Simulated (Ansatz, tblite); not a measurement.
**The cluster HfSi₃−: one state, many levels**

An exercise on one series of results from a longer session: the logs are not shown, and one member is left open.

The runs use Ansatz 0.2.0, Gaussian basis; as each input shows.

The runs, in order: GFN1-xTB, GFN2-xTB, PBE-D4/def2-TZVPD, r2SCAN-D4/def2-TZVPD, B97M-V/def2-TZVPD, HSE06-D4/def2-TZVPD, LDA/def2-TZVPD, BLYP-D4/def2-TZVPD, B3LYP-D4/def2-TZVPD, PBE+5HF/def2-TZVPD, PBE+10HF/def2-TZVPD, PBE+15HF/def2-TZVPD, PBE+35HF/def2-TZVPD, PBE+50HF/def2-TZVPD, PBE-D4/def2-SVPD, PBE0-D4/def2-SVPD, CCSD(T)/def2-TZVPD, RPA/def2-TZVPD.

### The geometry

The geometry is that of the doublet, from an earlier relaxation (PBE-D4/def2-SVPD). At that level it is the lowest of the isomers that a small search found.

4 atoms, charge -1, spin multiplicity 2.

Bond lengths: Hf1–Si2 2.517 Å, Hf1–Si3 2.514 Å, Hf1–Si4 2.460 Å, Si2–Si3 2.436 Å, Si2–Si4 2.656 Å. Angles: Si2–Hf1–Si3 57.9°, Si2–Hf1–Si4 64.5°, Si3–Hf1–Si4 65.1°, Hf1–Si2–Si3 61.0°, Hf1–Si2–Si4 56.7°, Si3–Si2–Si4 63.2°, Hf1–Si3–Si2 61.1°, Hf1–Si4–Si2 58.8°.

As a file:

```xyz
4

Hf   -1.11880   -0.80922   -0.58477
Si    0.93348   -0.87872    0.87123
Si    0.94496    0.52117   -1.12279
Si   -0.75964    1.16677    0.83634
```

Hf takes a core potential in the def2 sets. No spin-orbit coupling is included. The ion is computed in the gas phase, without counter-ions or solvent.

PBE0-D4/def2-TZVPD was run before; its log isn't repeated, and its numbers join the tables.

The first run:

Tight binding, by tblite at 300 K electronic temperature and without a spin-polarisation term:

```python
tblite.interface.Calculator('GFN1-xTB', numbers, positions, charge=-1, uhf=1).singlepoint()
```

Tight binding, by tblite at 300 K electronic temperature and without a spin-polarisation term:

```python
tblite.interface.Calculator('GFN2-xTB', numbers, positions, charge=-1, uhf=1).singlepoint()
```

start.molden holds the orbitals of an earlier run on this state, given as this run's starting guess.

Input file in.yaml:

```yaml
crystal:
  periodic: [false, false, false]
  atoms:
    - {symbol: Hf, position_ang: [-1.118801, -0.809218, -0.584772]}
    - {symbol: Si, position_ang: [0.933476, -0.878715, 0.871226]}
    - {symbol: Si, position_ang: [0.944961, 0.521166, -1.122791]}
    - {symbol: Si, position_ang: [-0.759636, 1.166767, 0.836338]}
basis:
  gaussian: {orbitals: def2-TZVPD, initial_orbitals: start.molden}
total_charge: -1
magnetization: {spin_polarized: true, initial_magnetization: 1}
hamiltonian: {xc: pbe, dispersion: d4}
scf: {omitted_lower_state_checks: [starts]}
output: {forces: true, orbitals: {seedname: orbitals}}
```

On the command line:

```sh
> ansatz run in.yaml --threads 4 --pin off --events-out ev --progress --plain --max-ram 3916MiB
```

Among the steps run: PBE-D4/def2-TZVPD; r2SCAN-D4/def2-TZVPD; B97M-V/def2-TZVPD; HSE06-D4/def2-TZVPD; LDA/def2-TZVPD; BLYP-D4/def2-TZVPD; B3LYP-D4/def2-TZVPD; PBE+5HF/def2-TZVPD; PBE+10HF/def2-TZVPD; PBE+15HF/def2-TZVPD; PBE+35HF/def2-TZVPD; PBE+50HF/def2-TZVPD; PBE-D4/def2-SVPD; PBE0-D4/def2-SVPD; CCSD(T)/def2-TZVPD; RPA/def2-TZVPD.

One of the session's tables, all rows but one given; the rest of the session is left out.

```
               level  LUMO (eV)  gap (eV)
      LDA/def2-TZVPD       0.58      0.24
    PBE-D4/def2-SVPD       0.89      0.39
   PBE-D4/def2-TZVPD       0.83      0.44
  BLYP-D4/def2-TZVPD       0.96      0.37
r2SCAN-D4/def2-TZVPD       0.93      0.82
   B97M-V/def2-TZVPD       0.69      0.39
 B3LYP-D4/def2-TZVPD       1.26      1.51
   PBE0-D4/def2-SVPD       1.45      1.85
  PBE0-D4/def2-TZVPD       1.33      1.80
 HSE06-D4/def2-TZVPD       1.01      1.12
  PBE+5HF/def2-TZVPD       0.99      0.77
 PBE+10HF/def2-TZVPD       1.07      1.04
 PBE+15HF/def2-TZVPD       1.15      1.31
 PBE+35HF/def2-TZVPD          ?         ?
 PBE+50HF/def2-TZVPD       1.80      3.04
```

**Question.** Estimate the row for PBE+35HF/def2-TZVPD.

The run gave: LUMO (eV): 1.51; gap (eV): 2.29. In the column «LUMO (eV)» it lies between PBE0-D4/def2-SVPD (1.45) and PBE+50HF/def2-TZVPD (1.80).

Limits of these values: Doubts: large T1 diagnostic, spin contamination. Notes on CCSD(T)/def2-TZVPD: large T1 diagnostic, spin contamination.
